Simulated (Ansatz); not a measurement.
Level of theory: frozen-core CCSD(T)/cc-pVTZ // PBE0-D3(BJ)/def2-TZVP (Ansatz, a first-principles code).

Ansatz 0.2 input:
```yaml
crystal:
  periodic: [false, false, false]
  atoms:
    - { symbol: C, position_ang: [0.865911, -0.043055, -0.048497] }
    - { symbol: C, position_ang: [-0.533839, -0.056, 0.059642] }
    - { symbol: H, position_ang: [1.502684, -0.888809, 0.306116] }
    - { symbol: H, position_ang: [1.404283, 0.832966, -0.503972] }
    - { symbol: H, position_ang: [-0.997366, -0.79312, -0.701] }
    - { symbol: H, position_ang: [-0.863081, 0.085589, 1.159024] }
    - { symbol: H, position_ang: [-1.376304, 0.751415, -0.260007] }
basis:
  gaussian: { orbitals: cc-pVTZ }
correlation:
  method: ccsd_t
total_charge: 2
magnetization:
  spin_polarized: true
  initial_magnetization: 1
```

Output:

```
Functional definition: HF
720 factors; integrals over basis functions are off by at most 1.1e-3 eV
mean field evaluation 1: about -2108.2145 eV, gradient 2.9e1 eV
mean field evaluation 2: about -2108.2159 eV, gradient 2.9e1 eV
mean field evaluation 4: about -2112.8234 eV, gradient 2.9e0 eV
mean field evaluation 8: about -2113.0464 eV, gradient 1.9e-1 eV
mean field evaluation 16: about -2113.0081 eV, gradient 1.3e0 eV
mean field evaluation 32: about -2107.6700 eV, gradient 1.1e0 eV
mean field -2113.04737203 eV, -77.6530586472 hartree, gradient 4.7e-6 eV, S^2 0.762935; 1 other end points of the search recorded, 0 dependent functions left out
2 core orbitals not correlated
reference -2113.04737203 eV, -77.6530586472 hartree; 6, 5 occupied and 122, 123 virtual orbitals, 720 factors
second order -7.39919227 eV of doubles, -0.00000000 eV of singles
cycle   1  -8.02065505 eV  change   -6.2e-1 eV  update   6.6e-2
cycle   2  -8.28128282 eV  change   -2.6e-1 eV  update   2.4e-2
cycle   3  -8.33076781 eV  change   -4.9e-2 eV  update   1.5e-2
cycle   4  -8.32847828 eV  change    2.3e-3 eV  update   7.6e-3
cycle   5  -8.32945037 eV  change   -9.7e-4 eV  update   3.0e-3
cycle   6  -8.33012438 eV  change   -6.7e-4 eV  update   1.0e-3
cycle   7  -8.33009042 eV  change    3.4e-5 eV  update   3.5e-4
cycle   8  -8.33024753 eV  change   -1.6e-4 eV  update   1.5e-4
cycle   9  -8.33023731 eV  change    1.0e-5 eV  update   5.3e-5
cycle  10  -8.33023868 eV  change   -1.4e-6 eV  update   2.7e-5
cycle  11  -8.33024524 eV  change   -6.6e-6 eV  update   1.5e-5
cycle  12  -8.33023973 eV  change    5.5e-6 eV  update   6.0e-6
perturbative correction -0.28704376 eV, -0.0105486635 hartree
Total energy: -2121.66465552 eV, -77.9697379743 hartree
```

Cost: about 14 core-seconds (a rough figure).
